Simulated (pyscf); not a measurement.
Single points on ωB97X-D3(BJ)/def2-SVP structures (PySCF, gas phase).

Q: For H₂Si=S (SMILES [SiH2]=S) + H₂ (SMILES [H][H]) → H₂S (SMILES S) + SiH₂ (SMILES [SiH2]) [singlet], a concerted two-bond exchange (singlet surface; S–Si, H–H broken, H–S, H–S formed), PBE/def2-TZVP gives ΔE‡ = 217.8 kJ/mol and ΔE = +164.8 kJ/mol (zero: the separated reactants). In which direction and how far do r²SCAN/def2-TZVP, PBE0-D3(BJ)/def2-TZVP, ωB97M-D3(BJ)/def2-TZVP move these?

A: r²SCAN: ΔE‡ = 242.9 kJ/mol, ΔE = +180.4 kJ/mol; PBE0-D3(BJ): ΔE‡ = 238.7 kJ/mol, ΔE = +162.5 kJ/mol; ωB97M-D3(BJ): ΔE‡ = 264.5 kJ/mol, ΔE = +146.7 kJ/mol. PBE's barrier lies under all of them, by 20.9 to 46.7 kJ/mol. Its reaction energy lies among theirs. Low barriers are usual for a GGA, whose delocalisation error favours stretched bonds. On the product side the descent ends in an adduct with a S–Si contact, 91.7 kJ/mol under the separated species and 197.9 kJ/mol under the saddle at ωB97X-D3(BJ)/def2-TZVP. What is counted as broken (S–Si) persists as a longer contact in the product adduct; parting that adduct is a step of its own. At ωB97X-D3(BJ)/def2-TZVP the barrier from the zero used here is 275.1 kJ/mol. The same reactants have a lower exit, to H₃Si–SH (barrier +90.8 kJ/mol at ωB97M-D3(BJ)/def2-TZVP, against +264.5 kJ/mol here). This is the saddle that the search found; another between the same sides may lie lower.
